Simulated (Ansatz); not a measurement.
HAl–AsH₂, doublet: the ladder up to UCCSDT(Q)

Geometry: a PBE0/def2-TZVP stationary point for this spin, not checked as a minimum.

```xyz
5

Al    0.0310   -0.1318    1.7902
As   -0.0369    0.0362   -0.6598
H    -0.0461    1.2703    2.5728
H     1.2571    0.8436   -0.5890
H     0.7028   -1.2772   -0.8626
```

Basis cc-pVDZ; Ansatz 0.2.0. Correlated methods freeze the noble-gas cores and the filled d shells of p-block atoms, which leaves 11 electrons in 41 orbitals. R marks a restricted (for open shells ROHF) determinant, U an unrestricted one. No spin–orbit coupling is included, and no scalar relativity.

Full CI isn't at hand for all of this; UCCSDT(Q) serves as the reference, and is uncertain by the last step of the cluster series or more. The frozen core follows each run's orbitals, which can shift R against U totals by a few meV for light atoms and by up to 0.1 eV past Ca.

```
UHF ⟨S²⟩                          : 0.758
T1 diagnostic (RCCSD)             : 0.0220
largest doubles amplitude (RCCSD) : 0.044
T1 diagnostic (UCCSD)             : 0.0178
```

| level | E − E(UCCSDT(Q)) (kJ/mol) | wall time |
| --- | --- | --- |
| UHF | 537.3 | – |
| UMP2 | 112.0 | – |
| UCCSD | 18.5 | – |
| UCCSD(T) | 3.7 | 3.6 s |
| UCCSDT | 0.8 | – |

Run but not shown, since their state, orbitals or frozen core can't be matched to the reference's or they repeat it: RHF, RMP2, CISD, RCCSD, RCCSD(T), BCCD(T), RCCSDT, RCCSDT(Q).

Times hold each run's SCF and search for its determinant on a shared host, so for small cases they say little of a method's own cost; they ran on 1 thread of Arm Neoverse V1.

Atomization energy (electronic, same basis, no zero-point term; atoms at the same level, unrestricted beside the R rows where the molecule is a closed shell, but restricted open-shell past Ca, as are all atoms' steps beyond CCSDT(Q)) at UCCSDT(Q): 924.3 kJ/mol. Errors of other levels:

```json
{"level": "UHF", "error (kJ/mol)": "-225.6"}
{"level": "UMP2", "error (kJ/mol)": "-24.7"}
{"level": "UCCSD", "error (kJ/mol)": "-13.2"}
{"level": "UCCSD(T)", "error (kJ/mol)": "-2.1"}
{"level": "UCCSDT", "error (kJ/mol)": "-0.7"}
```

This basis is far from its limit, so the value isn't to be set against a measured one.
